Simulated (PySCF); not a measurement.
Job file and geometry (Å, from PBE0-D3(BJ)/def2-SVP) of an NMR shielding run on `CC1=C[C@@H]1C#N`, C$_{5}$H$_{5}$N, GIAO PBE0/pcSseg-1 NMR shielding, non-relativistic, gas phase in PySCF 2.14.0, density-fitted response routines; density fitting, a coarse starting grid and PySCF grid level 2 are the driver's defaults:

```
{"job": {"kind": "nmr", "xc": "PBE0", "basis": "pcSseg-1"}, "charge": 0, "multiplicity": 1}
C      1.494579     0.143403     0.117196
C      0.061834    -0.147231    -0.009621
C     -0.963961    -0.753461    -0.515725
C     -1.281779     0.279515     0.531126
C     -1.834849     1.568327     0.156350
N     -2.266015     2.602031    -0.142339
H      1.833297    -0.035233     1.149868
H      2.090899    -0.475363    -0.567276
H      1.682900     1.205682    -0.104524
H     -1.421310    -1.467908    -1.193049
H     -1.591232    -0.032007     1.541129
```

Question: Write the output of this run.

Answer: 
```
coarse grid: 9592 points
cycle   1  E = -247.7795564796  dE =  9.043e-01  |g| = 4.283e-01  |ddm| = 3.130e+00
cycle   2  E = -247.6542480648  dE =  1.253e-01  |g| = 8.795e-01  |ddm| = 1.105e+00
cycle   3  E = -247.8243065888  dE = -1.701e-01  |g| = 1.126e-01  |ddm| = 7.308e-01
cycle   4  E = -247.8272428941  dE = -2.936e-03  |g| = 2.875e-02  |ddm| = 1.192e-01
cycle   5  E = -247.8274380454  dE = -1.952e-04  |g| = 6.409e-03  |ddm| = 3.537e-02
cycle   6  E = -247.8274482581  dE = -1.021e-05  |g| = 1.734e-03  |ddm| = 9.113e-03
cycle   7  E = -247.8274488317  dE = -5.736e-07  |g| = 8.134e-04  |ddm| = 2.527e-03
final grid: 93896 points
cycle   8  E = -247.8629780932  dE = -2.036e-05  |g| = 5.976e-03  |ddm| = 3.073e-02
cycle   9  E = -247.8629747814  dE =  3.312e-06  |g| = 7.082e-03  |ddm| = 1.166e-02
cycle  10  E = -247.8629868446  dE = -1.206e-05  |g| = 1.692e-03  |ddm| = 6.517e-03
cycle  11  E = -247.8629875354  dE = -6.907e-07  |g| = 1.849e-04  |ddm| = 1.599e-03
cycle  12  E = -247.8629875395  dE = -4.150e-09  |g| = 1.360e-04  |ddm| = 2.826e-04
cycle  13  E = -247.8629875430  dE = -3.523e-09  |g| = 5.004e-05  |ddm| = 1.183e-04
cycle  14  E = -247.8629875436  dE = -5.512e-10  |g| = 6.178e-06  |ddm| = 3.926e-05
converged SCF energy = -247.8629875436

GIAO shielding tensors (ppm)
atom      isotropic    diamagn.    paramagn.     s11        s22        s33       span
  0 C      172.475     247.160     -74.685    157.425    174.040    185.959     28.534
  1 C       62.598     257.305    -194.706    -80.219    101.337    166.677    246.896
  2 C       81.134     253.189    -172.055    -51.432    126.172    168.661    220.093
  3 C      177.995     250.078     -72.082    141.574    144.964    247.447    105.873
  4 C       56.735     259.814    -203.079    -60.880    -57.778    288.864    349.744
  5 N      -22.995     339.513    -362.508   -197.404   -193.087    321.504    518.909
  6 H       29.158      27.678       1.481     24.997     26.710     35.769     10.772
  7 H       28.884      27.771       1.113     24.254     27.281     35.117     10.863
  8 H       28.914      28.165       0.750     24.658     27.113     34.972     10.314
  9 H       24.771      31.635      -6.864     21.879     24.059     28.375      6.497
 10 H       29.603      28.793       0.810     22.926     27.660     38.223     15.297
```

Question: Turn these shieldings into chemical shifts. Scale: ¹³C (σ = 184.41 ppm) and ¹H (σ = 31.27 ppm) against TMS; NH3 for ¹⁵N (σ = 265.67 ppm) (reference shieldings calculated alike).

Answer: Averaging equivalent atoms: C 4: 127.7; C 1: 121.8; C 2: 103.3; C 0: 11.9; C 3: 6.4; N 5: 288.7; H 9: 6.50; H 6/7/8: 2.28; H 10: 1.66 ppm. Experimental scales use liquid or dissolved standards, which lie at an offset from isolated NH3 (liquid NH3: subtract about 20 ppm). Unscaled 15N shifts of sp2 nitrogen come out 20 to 40 ppm too high even then.

Size and cost of the density-fitted run: 127 basis functions, 9 s wall time on 1 thread of an Arm Neoverse V1, shared host.
